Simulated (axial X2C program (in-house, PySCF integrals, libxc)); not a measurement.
# Outer orbitals of O₂⁻ at 1.326 Å, B3LYP

All values were computed with an in-house all-electron X2C program for linear molecules (integrals from PySCF). Spin-free means the one-electron spin-free X2C Hamiltonian; two-component (2c) means X2C with spin–orbit coupling and atomic mean-field two-electron Coulomb and Gaunt terms, so the difference of the two also holds small scalar two-electron terms. Basis: O dyall-av3z [7s6p3d2f] (cores contracted in-house); Gaussian nuclei, density fitting, unrestricted open shells. Masses: O 15.995 u.

The distance is close to the 2c PBE0 minimum; the highest filled and lowest empty levels are listed.

Spin-free orbitals, state M_S = 1/2, Λ = 1 (beyond evenly filled blocks: π+α, π+β, π-α) (Löwdin shares):

```tsv
symmetry	occupied	ε (eV)	atomic character
σα	yes	-22.83	74% O s, 18% O p, 6% O d
σβ	yes	-22.01	73% O s, 19% O p, 6% O d
σα	yes	-13.39	64% O s, 26% O p, 7% O d
σβ	yes	-12.21	63% O s, 28% O p, 7% O d
σα	yes	-4.59	83% O p, 15% O s
σβ	yes	-4.14	81% O p, 17% O s
π-α	yes	-4.09	95% O p
π+α	yes	-4.09	95% O p
π+β	yes	-3.17	95% O p
π-β	yes	-2.37	95% O p
π-α	yes	1.17	83% O p, 13% O d
π+α	yes	1.17	83% O p, 13% O d
π+β	yes	2.29	82% O p, 14% O d
π-β	no	4.77	82% O p, 15% O d
σα	no	4.95	96% O p
σβ	no	4.98	96% O p
σα	no	5.93	51% O s, 48% O p
```

The highest filled level is positive, so this functional does not bind it, and the empty levels of an anion are set by the basis.

Spinors with spin–orbit coupling (state Ω = 3/2):

```json
{"ω": "1/2", "occupied": "yes", "ε (eV)": "-22.83", "atomic character": "74% O s, 18% O p, 6% O d", "λ mixture": "100% σ"}
{"ω": "-1/2", "occupied": "yes", "ε (eV)": "-22.01", "atomic character": "73% O s, 19% O p, 6% O d", "λ mixture": "100% σ"}
{"ω": "1/2", "occupied": "yes", "ε (eV)": "-13.38", "atomic character": "64% O s, 26% O p, 7% O d", "λ mixture": "100% σ"}
{"ω": "-1/2", "occupied": "yes", "ε (eV)": "-12.21", "atomic character": "63% O s, 28% O p, 7% O d", "λ mixture": "100% σ"}
{"ω": "1/2", "occupied": "yes", "ε (eV)": "-4.59", "atomic character": "83% O p, 15% O s", "λ mixture": "100% σ"}
{"ω": "-1/2", "occupied": "yes", "ε (eV)": "-4.13", "atomic character": "81% O p, 17% O s", "λ mixture": "100% σ"}
{"ω": "-1/2", "occupied": "yes", "ε (eV)": "-4.10", "atomic character": "95% O p", "λ mixture": "100% π"}
{"ω": "3/2", "occupied": "yes", "ε (eV)": "-4.08", "atomic character": "95% O p", "λ mixture": "100% π"}
{"ω": "1/2", "occupied": "yes", "ε (eV)": "-3.18", "atomic character": "95% O p", "λ mixture": "100% π"}
{"ω": "-3/2", "occupied": "yes", "ε (eV)": "-2.36", "atomic character": "95% O p", "λ mixture": "100% π"}
{"ω": "-1/2", "occupied": "yes", "ε (eV)": "1.17", "atomic character": "83% O p, 13% O d", "λ mixture": "100% π"}
{"ω": "3/2", "occupied": "yes", "ε (eV)": "1.19", "atomic character": "83% O p, 13% O d", "λ mixture": "100% π"}
{"ω": "1/2", "occupied": "yes", "ε (eV)": "2.28", "atomic character": "82% O p, 14% O d", "λ mixture": "100% π"}
{"ω": "-3/2", "occupied": "no", "ε (eV)": "4.78", "atomic character": "82% O p, 15% O d", "λ mixture": "100% π"}
{"ω": "1/2", "occupied": "no", "ε (eV)": "4.97", "atomic character": "97% O p", "λ mixture": "100% σ"}
{"ω": "-1/2", "occupied": "no", "ε (eV)": "4.99", "atomic character": "96% O p", "λ mixture": "100% σ"}
{"ω": "1/2", "occupied": "no", "ε (eV)": "5.93", "atomic character": "51% O s, 49% O p", "λ mixture": "100% σ"}
```

The highest filled level is positive, so this functional does not bind it, and the empty levels of an anion are set by the basis.

Mulliken charges and populations of the two-component result (they depend on the basis, above all on diffuse functions):

O1 -0.50 e (s 3.92 p 4.51 d 0.06 f 0.01), O2 -0.50 e (s 3.92 p 4.51 d 0.06 f 0.01). ⟨Lz⟩ = 1.00 ħ and ⟨Sz⟩ = 0.50 ħ (0.25 and 0.25 on the two atoms), which add up to Ω.

One determinant describes the state; a PBE0 search over occupations chose it and may have missed a lower one. Density functionals use the spin component along the axis (collinear). The functionals have no current-density term, which raises determinants with orbital currents, atoms included. The highest occupied level of some functionals is positive through self-interaction error; at Hartree–Fock it is bound.
